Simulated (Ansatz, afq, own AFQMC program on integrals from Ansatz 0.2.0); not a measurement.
**AFQMC, coupled cluster and functionals along a coordinate of HBr + N, quartet**

```xyz
3

Br    0.0000    0.0000   -1.4129
H     0.0000    0.0000    0.0077
N     0.0000    0.0000    1.4051
```

A hydrogen atom is moved from one rigid fragment to the other; the Br1–H2 distance tells how far. The two fragments are held close together, so this isn't a minimum-energy path and the start is a compressed complex. Energies in eV count from this geometry (1.421 Å) at the same level; the start stands on UHF, each point on the determinant named.

Basis cc-pVTZ. Noble-gas cores (and the filled d shells of Ga–Kr and In–Xe) are frozen. AFQMC by an in-house program on the Cholesky factors that Ansatz 0.2.0 writes for its CCSD(T) run. The CISD trial takes its coefficients from CCSD amplitudes. Released means that phaseless walkers are propagated on without the constraint, phases kept. Uncertainties: one standard error, sampling alone. No spin–orbit coupling.

Cautions, each for one point or more: inner d shell frozen; lower spins were not checked; no relativity below Rb; no spin-orbit coupling; the ph-AFQMC/CISD walk drifts between its halves; unrestricted determinant slightly spin contaminated.

| r(Br1–H2) / Å | det. | T1 | weight | ⟨S²⟩ | MP2 | B2PLYP | CCSD(T) |
| --- | --- | --- | --- | --- | --- | --- | --- |
| 1.523 | UHF | 0.017 | 0.88 | 3.79 | 0.084 | -0.020 | 0.037 |
| 1.574 | UHF | 0.018 | 0.88 | 3.80 | 0.143 | -0.016 | 0.070 |
| 1.625 | UHF | 0.017 | 0.88 | 3.81 | 0.192 | -0.015 | 0.097 |
| 1.676 | UHF | 0.017 | 0.88 | 3.81 | 0.225 | -0.014 | 0.117 |
| 1.778 | UHF | 0.018 | 0.88 | 3.79 | 0.296 | 0.046 | 0.191 |

Estimate the curve of CCSDT(Q), counted from the same start.


| r(Br1–H2) / Å | det. | T1 | weight | ⟨S²⟩ | CCSDT(Q) | ph-AFQMC/CISD | released AFQMC |
| --- | --- | --- | --- | --- | --- | --- | --- |
| 1.523 | UHF | 0.017 | 0.88 | 3.79 | 0.031 | 0.040 ± 0.007 | 0.035 ± 0.009 |
| 1.574 | UHF | 0.018 | 0.88 | 3.80 | 0.062 | 0.071 ± 0.006 | 0.065 ± 0.010 |
| 1.625 | UHF | 0.017 | 0.88 | 3.81 | 0.088 | 0.103 ± 0.007 | 0.099 ± 0.010 |
| 1.676 | UHF | 0.017 | 0.88 | 3.81 | 0.107 | 0.121 ± 0.007 | – |
| 1.778 | UHF | 0.018 | 0.88 | 3.79 | 0.183 | 0.202 ± 0.007 | – |

Weight is that of the determinant in the CISD state; at the start T1 is 0.014 and the weight 0.88, and ⟨S²⟩ is 3.77. A dash marks a missing value, a released energy that hasn't settled or a functional that sits on another state. Largest departures from CCSDT(Q), at the points where its series has closed: CCSD(T) 0.010 eV at 1.676 (on UHF), ph-AFQMC/CISD 0.019 eV at 1.778 (on UHF), released AFQMC 0.011 eV at 1.625 (on UHF) (within the noise), MP2 0.118 eV at 1.676 (on UHF), B2PLYP -0.138 eV at 1.778. Functionals count only at points shown to share the start's state and spin.

CCSDT and higher add their correlation energy to the determinant of the CCSD(T) run, since their own runs factorise the integrals more tightly (a shift of under 2 meV). A walk keeps the symmetry of its determinant, which the program's search chose and which needn't be the lowest solution, so a lower state of the same spin and another symmetry isn't excluded. Released energies are given only where the last usable release times agree within the noise; a slower fall can still hide under it.
